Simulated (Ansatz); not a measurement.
# C3H7N: basis-set convergence

One table from this session's results is given with a row withheld; the runs are named, their logs left out.

The runs use Ansatz 0.2.0, Gaussian basis; one geometry, several basis sets.

The runs, in order: PBE0-D4/def2-SVP; ωB97M-V/def2-SVP; PBE0-D4/def2-QZVPP; ωB97M-V/def2-QZVPP; the functionals' def2-TZVPP values are taken from earlier runs.

## The geometry

An earlier PBE0-D4 in a triple-zeta def2 set relaxation fixed the geometry.

SMILES `C/C=N/C`, 11 atoms, charge 0, spin multiplicity 1.

Atoms are counted from 1 here; the program's logs count them from 0.

Bond lengths: C1–C2 1.488 Å, C1–H5 1.094 Å, C1–H6 1.095 Å, C1–H7 1.089 Å, C2–N3 1.259 Å, C2–H8 1.103 Å, N3–C4 1.438 Å, C4–H9 1.094 Å, C4–H10 1.100 Å, C4–H11 1.094 Å. Angles: C2–C1–H5 110.4°, C2–C1–H6 110.4°, C2–C1–H7 110.4°, H5–C1–H6 106.7°, H5–C1–H7 109.4°, H6–C1–H7 109.4°, C1–C2–N3 122.5°, C1–C2–H8 116.5°, N3–C2–H8 121.0°, C2–N3–C4 118.1°, N3–C4–H9 109.3°, N3–C4–H10 113.7°, N3–C4–H11 109.3°, H9–C4–H10 108.8°, H9–C4–H11 106.7°, H10–C4–H11 108.8°.

Set-up of the first run:

Contents of in.yaml:

```yaml
crystal:
  periodic: [false, false, false]
  atoms:
    - {symbol: C, position_ang: [-1.291392, 1.149853, -0.650919]}
    - {symbol: C, position_ang: [-0.451402, 0.028502, -0.151009]}
    - {symbol: N, position_ang: [0.748343, 0.185319, 0.198657]}
    - {symbol: C, position_ang: [1.472961, -0.965075, 0.668325]}
    - {symbol: H, position_ang: [-1.659957, 0.931832, -1.658150]}
    - {symbol: H, position_ang: [-2.172555, 1.280284, -0.014866]}
    - {symbol: H, position_ang: [-0.717413, 2.075626, -0.667836]}
    - {symbol: H, position_ang: [-0.933579, -0.962603, -0.099768]}
    - {symbol: H, position_ang: [1.832261, -0.776109, 1.683747]}
    - {symbol: H, position_ang: [0.879308, -1.891509, 0.668238]}
    - {symbol: H, position_ang: [2.358625, -1.113018, 0.044181]}
basis:
  gaussian: {orbitals: def2-SVP}
hamiltonian: {xc: pbe0, dispersion: d4}
output: {orbitals: {seedname: orbitals}}
```

On the command line:

```bash
$ ansatz run in.yaml --threads 2 --pin off --events-out ev --progress --plain --max-ram 4352MiB
```

Steps of the session up to this table: PBE0-D4 in def2-SVP; ωB97M-V in def2-SVP; PBE0-D4 in def2-QZVPP; ωB97M-V in def2-QZVPP.

One table of the session follows, with a row left open; its other results are not shown here.

It belongs to the step «Functionals by basis». 

| functional | basis | HOMO (eV) | LUMO (eV) |
| --- | --- | --- | --- |
| PBE0-D4 | def2-SVP | -7.00 | 0.39 |
| PBE0-D4 | def2-TZVPP | -7.18 | 0.15 |
| PBE0-D4 | def2-QZVPP | -7.21 | 0.06 |
| ωB97M-V | def2-SVP | -9.37 | 2.70 |
| ωB97M-V | def2-TZVPP | -9.57 | 2.37 |
| ωB97M-V | def2-QZVPP | ? | ? |

**Question.** Estimate the row for ωB97M-V, def2-QZVPP.

As computed: HOMO (eV): -9.60; LUMO (eV): 2.15. In the column «HOMO (eV)» it is the lowest.
